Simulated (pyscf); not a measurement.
Thermochemistry of product channels of HB=NH + water (H₂O) on the singlet surface, in kcal/mol, from ωB97M-D3(BJ)/def2-TZVP energies (ideal gas, 1 atm, RRHO with modes under 100 cm⁻¹ raised to 100, one conformer, R ln 2 for chiral ones without a mode under 150 cm⁻¹). Single points on ωB97X-D3(BJ)/def2-SVP structures (PySCF, gas phase).

```
products                    ΔE  ΔH(298 K)  ΔG(600 K)  ΔG(1200 K)
-----------------------  -----  ---------  ---------  ----------
H₂N–BH–OH                    ?      -59.6      -40.0           ?
HN=B–OH + hydrogen (H₂)  -12.7      -16.0      -14.3       -13.9
```

Question: Some entries are withheld; supply them.

Answer: 
- H₂N–BH–OH, ΔE: -62.7
- H₂N–BH–OH, ΔG(1200 K): -20.1

These are energies of the channels, which say nothing of barriers. HN=B–OH lies 22.0 kcal/mol over its isomer H₂N–B=O (electronic energy, ωB97M-D3(BJ)).
